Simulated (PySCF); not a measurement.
Work out the structure from these simulated measurements.

Formula: BFH2O.

* Valence photoelectron: vertical ionisation energy: 13.10 eV [ΔSCF CAM-B3LYP/def2-SVPD]
* UV, first state: lowest singlet excitation: 8.37 eV (148 nm, f = 0.027) [TDDFT CAM-B3LYP/def2-SVPD]
* Couplings: largest of the computed one-bond spin–spin couplings (means over like bonds): 11B–1H +185.1, 19F–11B -124.8, 17O–1H -86.0, 17O–11B -14.1 Hz [B3LYP/pcJ-1]
* UV, strongest line: among the 10 lowest singlet transitions: S7 at 10.84 eV (114 nm, f = 0.312) [TDDFT CAM-B3LYP/def2-SVPD]
* 1H NMR: chemical shifts (computed TMS as zero) by class: 4.55 (1 H), 4.52 (1 H) ppm [GIAO B97-2/pcSseg-2]
* XPS: B1s 199.1, O1s 540.1, F1s 693.3 eV [ΔSCF SCAN, pcX-2 on the ionised atom, pcseg-1 elsewhere, spin-free X2C]
* Rotational structure: rotational constants A, B, C: 71.442, 10.298, 9.000 GHz [PBE0-D3(BJ)/def2-SVP]

The electronic properties come from PySCF, for the isolated species, density fitting. Levels stand in brackets. The structure is a single PBE0-D3(BJ)/def2-SVP conformer in the gas phase; no vibrational or solvent corrections. Each NMR value is the plain mean over a class of atoms that symmetry, rotation or inversion makes alike.

**Question.** Propose a structure and show how it fits.

**Answer.** Numbering: `[OH:1][BH:2][F:3]`. Hydrogen classes from least to most shielded: 1 H on a three-coordinate boron, B2 (4.55 ppm), 1 H on a boron-bound oxygen, O1 (4.52 ppm). The couplings run between: +185.1 Hz, three-coordinate boron [B2] and its hydrogen; -124.8 Hz, boron-bound fluorine [F3] and three-coordinate boron [B2]; -86.0 Hz, boron-bound oxygen [O1] and its hydrogen; -14.1 Hz, boron-bound oxygen [O1] and three-coordinate boron [B2]. The core levels belong to: B1s 199.1 eV, three-coordinate boron [B2]; O1s 540.1 eV, boron-bound oxygen [O1]; F1s 693.3 eV, boron-bound fluorine [F3]. The first electron is taken from the HOMO, whose largest Löwdin shares are 0.29 on the boron-bound oxygen, 0.27 on the three-coordinate boron, 0.24 on the B–H hydrogen and 0.17 on the boron-bound fluorine. The optimised geometry has point group Cs and is an asymmetric top. Structure: `OBF` (hydroxyfluoroborane). The assignments are read from this structure; whether some other isomer fits the data as well wasn't checked.

Conformer computed: `[OH:1][BH:2][F:3]`: H–O1–B2–F3 180°.
